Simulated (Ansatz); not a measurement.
## O–CH2, triplet: reading a ladder of total energies

Geometry: displaced at random from a stationary point.

```xyz
4

O     0.0006    0.0057    0.6509
C    -0.0002   -0.0105   -0.6647
H     0.0478   -0.9079   -1.2201
H    -0.0550    0.9427   -1.1903
```

Basis cc-pVDZ; Ansatz 0.2.0. Correlated methods freeze the noble-gas cores, which leaves 12 electrons in 36 orbitals. Prefix R: restricted or restricted open-shell reference; prefix U: unrestricted.

Full CI isn't at hand for all of this; UCCSDT(Q) serves as the reference, and is uncertain by the last step of the cluster series or more.

UCCSD has a T1 diagnostic of 0.026 and a largest doubles amplitude of 0.05.

Runs differ by some tens of microhartree through their thresholds and, for an open shell, their frozen cores, so steps under 0.03 kcal/mol mean nothing.

| level | total energy (hartree) |
| --- | --- |
| UHF | -113.800317 |
| UMP2 | -114.060997 |
| UCCSD | -114.091854 |
| UCCSD(T) | -114.098486 |
| UCCSDT | -114.099297 |
| UCCSDT(Q) | -114.099815 |

**Question.** What is the correlation energy at UCCSDT(Q), and what share of it do UMP2 and UCCSD recover?

**Answer.** E(corr) = -114.099815 − (-113.800317) = -0.299498 hartree = -8.150 eV. UMP2: -0.260680 / -0.299498 = 87.04 %. UCCSD: -0.291537 / -0.299498 = 97.34 %.

**Question.** By how many kcal/mol does UCCSD(T) miss UCCSDT(Q) (1 hartree = 627.509 kcal/mol), and which steps make up the rest?

**Answer.** -114.098486 − (-114.099815) = 0.001329 hartree = 0.83 kcal/mol. Steps: UCCSDT − UCCSD(T) = -0.51, UCCSDT(Q) − UCCSDT = -0.33 kcal/mol. Differences between like states or geometries often cancel part of this.
